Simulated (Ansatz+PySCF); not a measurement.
Results of a calculation; reference values are marked as such.
A run of PySCF 2.14.0 on singlet H5O2(+) at this shape:

```yaml
atoms:
  - { symbol: H, position_ang: [-0.0476, 0.0126, -0.0158] }
  - { symbol: O, position_ang: [1.1754, 0.0839, 0.0552] }
  - { symbol: O, position_ang: [-1.1449, -0.0494, 0.0489] }
  - { symbol: H, position_ang: [1.6106, 0.7646, 0.5036] }
  - { symbol: H, position_ang: [-1.5776, -0.8112, 0.4307] }
  - { symbol: H, position_ang: [1.6882, -0.2383, -0.7034] }
  - { symbol: H, position_ang: [-1.7820, 0.2462, -0.7075] }
```

Its results:

```
Converged                       : yes
Total energy                    : -153.01976 hartree
Spin squared of the determinant : 0.000
Cycles                          : 9
```

Which input gives this output? Name the method, the orbitals and the basis set, and write the input.

ωB97X (restricted) in def2-SVP. An unrestricted run that stays on the closed shell gives the same numbers.

```python
from pyscf import gto, dft

mol = gto.M(atom="""
H -0.047550 0.012570 -0.015780
O 1.175360 0.083870 0.055220
O -1.144910 -0.049400 0.048920
H 1.610560 0.764580 0.503620
H -1.577590 -0.811240 0.430700
H 1.688240 -0.238260 -0.703440
H -1.782000 0.246190 -0.707530
""", basis='def2-svp', charge=1, spin=0)
mf = dft.RKS(mol, xc='wb97x')
mf.kernel()
print(mf.converged, mf.e_tot, mf.spin_square()[0])
```
